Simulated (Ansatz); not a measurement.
`COC(C)=O` + F• → `[CH2]OC(C)=O`• + H–F at 298.15 K and 1 bar (hydrogen abstraction from a C–H bond).

Computed with Ansatz on PBE0-D4/def2-TZVP structures; ΔE is electronic, products minus reactants. CCSD(T)/CBS is the MP2 limit (def2-TZVPP, def2-QZVPP) plus CCSD(T) − MP2 in def2-TZVPP, frozen cores. This one scheme is used for every species, atoms too. Open shells (•) are unrestricted, without spin–orbit coupling. Spin–orbit coupling would lower the free atoms: a little for F.

| species | CCSD(T)/CBS energy (Eh) | H − E (kJ/mol) | S (J/(mol·K)) |
| --- | --- | --- | --- |
| `COC(C)=O` | -268.11980 | 254.7 | 327.3 |
| F• | -99.66871 | 6.2 | 160.5 |
| `[CH2]OC(C)=O`• | -267.44777 | 215.8 | 341.1 |
| H–F | -100.39570 | 33.5 | 173.6 |

H − E and S are ideal-gas, rigid-rotor, harmonic terms from PBE0-D4/def2-TZVP, with the whole ground term of open shells counted as degenerate. 1 Eh = 2625.50 kJ/mol, R = 8.31446 J/(mol·K).

By hand: ΔE, ΔH, ΔS and ΔG.

ΔE = (-267.44777) + (-100.39570) − (-268.11980) − (-99.66871) = -0.05496 Eh = -144.3 kJ/mol. Δ(H − E) = 215.8 + 33.5 − 254.7 − 6.2 = -11.6, so ΔH = -155.9 kJ/mol. ΔS = 341.1 + 173.6 − 327.3 − 160.5 = 26.9 J/(mol·K). ΔG = -155.9 − 298.15 × (26.9)/1000 = -163.9 kJ/mol.

By hand: the equilibrium constant, and the temperature at which ΔG would vanish if ΔH and ΔS stayed fixed.

log₁₀ K = −ΔG/(RT ln 10) = 28.7. ΔH and −TΔS have one sign here, so there is no such temperature.

ΔH outweighs TΔS. A doubt of 5 kJ/mol in ΔE shifts log₁₀ K by 0.9 here. Modes under 60 cm⁻¹, often nearly free rotors, make the harmonic entropy too high. These are equilibria of isolated gas molecules and say nothing of rates. Largest T1 diagnostic: 0.017 (customary marks: 0.02 for closed shells, 0.045 for open ones).
